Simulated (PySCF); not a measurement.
Variants of one PySCF input: MgF

Base input, run as `OMP_NUM_THREADS=1 python input.py` with PySCF 2.14:

```python
from pyscf import gto, scf

mol = gto.M(
    atom='Mg 0 0 0; F 0 0 1.649',
    basis='cc-pcvdz',
    charge=0,
    spin=1,
    verbose=3,
)
mf = scf.UHF(mol)
mf.kernel()
mf.nuc_grad_method().kernel()
mf.dip_moment()
print('orbital energies (hartree):', [e[max(0, n-3):n+3].round(4) for e, n in zip(mf.mo_energy, mol.nelec)])
```

Base result: E(SCF) = -299.097373 Eh, ⟨S²⟩ = 0.750, μz(SCF) = -2.76 D, gradient on the second atom -0.0588 Eh/bohr. The bond length is a typed value, not an optimised one. No search for the lowest solution was made.

Hardware: Intel Xeon Platinum 8488C, 1 thread, shared host. Wall time 1.2 s, peak memory 0.12 GiB.

Each row names what differs from the base; energies in brackets are changes from the base.

| change | result | wall time (s) |
| --- | --- | --- |
| functional: none (Hartree–Fock) → camb3lyp; SCF type: UHF → UKS; step after the SCF: gradient → analyze | E(SCF) = -299.930194 Eh, ⟨S²⟩ = 0.750, μz(SCF) = -2.63 D | 3 |
| step after the SCF: gradient → cisd; frozen orbitals: default → 2 | E(SCF) = -299.097373 Eh (+0.0000 eV), E(CISD) − E(SCF) = -0.36127 Eh, ⟨S²⟩ = 0.750, μz(SCF) = -2.76 D | 1.7 |
| electric field along z (a.u.): none → 0.001; step after the SCF: gradient → analyze | E(SCF) = -299.096302 Eh (+0.0291 eV), ⟨S²⟩ = 0.750, μz(SCF) = -2.69 D | 0.87 |
| length unit: angstrom → bohr [unsound on purpose] | E(SCF) = -296.897739 Eh (+59.8551 eV), ⟨S²⟩ = 0.778, μz(SCF) = 3.16 D, gradient on the second atom -5.0396 Eh/bohr | 1.3 |
| electric field along z (a.u.): none → 0.01; step after the SCF: gradient → analyze | E(SCF) = -299.087835 Eh (+0.2595 eV), ⟨S²⟩ = 0.750, μz(SCF) = -2.10 D | 0.9 |
| DIIS space: default → 2 | E(SCF) = -299.097373 Eh (+0.0000 eV), ⟨S²⟩ = 0.750, μz(SCF) = -2.76 D, gradient on the second atom -0.0588 Eh/bohr | 1.2 |
| geometry: bond 1.649 → bond 4.947 | E(SCF) = -298.849383 Eh (+6.7481 eV), ⟨S²⟩ = 0.790, μz(SCF) = -19.86 D, gradient on the second atom 0.0161 Eh/bohr | 1.1 |
| electric field along z (a.u.): none → 0.005; step after the SCF: gradient → analyze | E(SCF) = -299.092281 Eh (+0.1385 eV), ⟨S²⟩ = 0.750, μz(SCF) = -2.42 D | 0.88 |
| basis set: cc-pcvdz → ano-rcc-vdzp; spin-free X2C: off → on | E(SCF) = -299.522084 Eh, ⟨S²⟩ = 0.750, μz(SCF) = -3.28 D, gradient on the second atom -0.0611 Eh/bohr | 5.4 |
| SCF type: UHF → RHF [runs as restricted open-shell] | E(SCF) = -299.097235 Eh (+0.0037 eV), μz(SCF) = -2.75 D, gradient on the second atom -0.0587 Eh/bohr | 1.2 |
| geometry: bond 1.649 → bond 1.451 | E(SCF) = -299.037325 Eh (+1.6340 eV), ⟨S²⟩ = 0.750, μz(SCF) = -1.98 D, gradient on the second atom -0.3014 Eh/bohr | 1.2 |
| charge: 0 → -1; spin (2S): 1 → 0 [another spin of the ion may lie lower] [no diffuse functions for the anion] | E(SCF) = -299.101157 Eh (-0.1030 eV), gradient on the second atom -0.0787 Eh/bohr | 1.2 |
| basis set: cc-pcvdz → cc-pvdz | E(SCF) = -299.096350 Eh (+0.0278 eV), ⟨S²⟩ = 0.750, μz(SCF) = -2.77 D, gradient on the second atom -0.0601 Eh/bohr | 0.95 |
| geometry: bond 1.649 → bond 10 [unsound on purpose] | E(SCF) = -298.983687 Eh (+3.0936 eV), ⟨S²⟩ = 0.752, μz(SCF) = 0.00 D, gradient on the second atom 0.0000 Eh/bohr | 1 |
| charge: 0 → 1; spin (2S): 1 → 2 [another spin of the ion may lie lower] [a high spin state] | E(SCF) = -298.678693 Eh (+11.3929 eV), ⟨S²⟩ = 2.002, gradient on the second atom -0.1638 Eh/bohr | 1.2 |
| charge: 0 → -1; spin (2S): 1 → 2 [another spin of the ion may lie lower] [no diffuse functions for the anion] [a high spin state] | E(SCF) = -299.062590 Eh (+0.9465 eV), ⟨S²⟩ = 2.000, gradient on the second atom -0.0737 Eh/bohr | 1.2 |
| spin (2S): 1 → 3 [a high spin state] | E(SCF) = -298.842202 Eh (+6.9436 eV), ⟨S²⟩ = 3.753, μz(SCF) = 2.43 D, gradient on the second atom -0.1689 Eh/bohr | 1.2 |
| Cartesian functions: off → on | E(SCF) = -299.098165 Eh (-0.0215 eV), ⟨S²⟩ = 0.750, μz(SCF) = -2.73 D, gradient on the second atom -0.0586 Eh/bohr | 1.2 |

Question: Order these changes by how far they move the SCF energy from the base, largest first: (1) electric field along z (a.u.): none → 0.005; step after the SCF: gradient → analyze; (2) electric field along z (a.u.): none → 0.01; step after the SCF: gradient → analyze; (3) geometry: bond 1.649 → bond 1.451; (4) geometry: bond 1.649 → bond 4.947.

Answer: (4) +6.7481 eV, (3) +1.6340 eV, (2) +0.2595 eV, (1) +0.1385 eV.
